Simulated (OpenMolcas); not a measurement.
How basis sets differ on CH4Si (SMILES C=[SiH2])

CH4Si: 6 atoms, total charge 0, spin state singlet. As SMILES, `C=[SiH2]`. The coordinates come from a GFN2-xTB relaxation.

Quantity: the HOMO–LUMO gap, in eV. The values are calculated.

```tsv
level	kind	program	value (eV)
HF/STO-3G	Hartree–Fock	OpenMolcas	12.77
HF/3-21G	Hartree–Fock	OpenMolcas	10.82
HF/def2-SVP	Hartree–Fock	OpenMolcas	10.67
HF/pcseg-1	Hartree–Fock	OpenMolcas	10.33
```

The values span 10.33 to 12.77 eV. A Hartree–Fock LUMO above zero doesn't converge with the basis: it sinks as sets grow more diffuse. Orbital gaps aren't excitation energies.
